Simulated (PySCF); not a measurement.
Species: cyanide, CN (charge -1).
SMILES with atom numbers: `[C-:1]#[N:2]`

The same species was optimised twice, with GFN2-xTB and with PBE0-D3(BJ)/def2-SVP (PySCF), and the same property calculations (PySCF, gas phase) were run on both structures.

```
coordinate  GFN2-xTB  PBE0-D3(BJ)/def2-SVP  change
 C1≡N2 (Å)     1.200                 1.178  -0.022
```

Rotational constants: B = 54297 MHz (linear) (GFN2-xTB) against B = 56357 MHz (linear) (PBE0-D3(BJ)/def2-SVP). Point groups within 0.08 Å: C∞v and C∞v.

On the GFN2-xTB structure: HOMO (eV) -0.56 [PBE0/pcSseg-1]; LUMO (eV) 8.78 [PBE0/pcSseg-1]; GIAO shielding of C1 (ppm) -8.2 [PBE0/pcSseg-1]; GIAO shielding of N2 (ppm) -85.7 [PBE0/pcSseg-1].

What do these properties become on the PBE0-D3(BJ)/def2-SVP structure?

| property | level | on GFN2-xTB | on PBE0-D3(BJ)/def2-SVP | change |
| --- | --- | --- | --- | --- |
| HOMO (eV) | PBE0/pcSseg-1 | -0.56 | -0.53 | +0.03 |
| LUMO (eV) | PBE0/pcSseg-1 | 8.78 | 8.99 | +0.21 |
| energy, GFN2-xTB geometry as zero (kcal/mol) | PBE0/pcSseg-1 | 0.0 | -0.8 | -0.8 |
| GIAO shielding of C1 (ppm) | PBE0/pcSseg-1 | -8.2 | 2.2 | +10.4 |
| GIAO shielding of N2 (ppm) | PBE0/pcSseg-1 | -85.7 | -68.3 | +17.4 |

The heavy atoms differ by 0.011 Å rms after alignment. Among all bonds C1≡N2 changes most (-0.022 Å). Changes are differences of the printed values. Neither structure is proved a minimum here. Isolated species at its PBE0-D3(BJ)/def2-SVP geometry, gas phase. The geometry's basis has no diffuse functions, a weakness for an anion.
